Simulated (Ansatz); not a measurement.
Ansatz (a quantum-chemistry and plane-wave program) input:

Ansatz 0.2 input:
```yaml
crystal:
  periodic: [false, false, false]
  atoms:
    - {symbol: C, position_ang: [0.00340085, 0.10411341, 0.84463058]}
    - {symbol: C, position_ang: [-0.00316901, 0.02839917, -0.68472531]}
    - {symbol: H, position_ang: [-0.87168362, -0.45775013, 1.22954120]}
    - {symbol: H, position_ang: [0.88597729, -0.45133029, 1.22167274]}
    - {symbol: H, position_ang: [-0.00176189, -0.97997600, -1.19312952]}
    - {symbol: H, position_ang: [-0.88238004, 0.54379300, -1.10483906]}
    - {symbol: H, position_ang: [0.86845721, 0.55018792, -1.11267697]}
basis:
  gaussian:
    orbitals: cc-pVQZ
hamiltonian:
  xc: pbe
total_charge: -1
magnetization: {spin_polarized: false}
correlation: {method: rpa, electrons: outside_noble_gas}
```

### Question
Predict the final energy.

### Answer
-79.24020 Eh (RPA@PBE/cc-pVQZ). The basis has 260 functions.

It need not be the lowest isomer of its formula. Whether it binds its extra electron was not tested at this geometry.
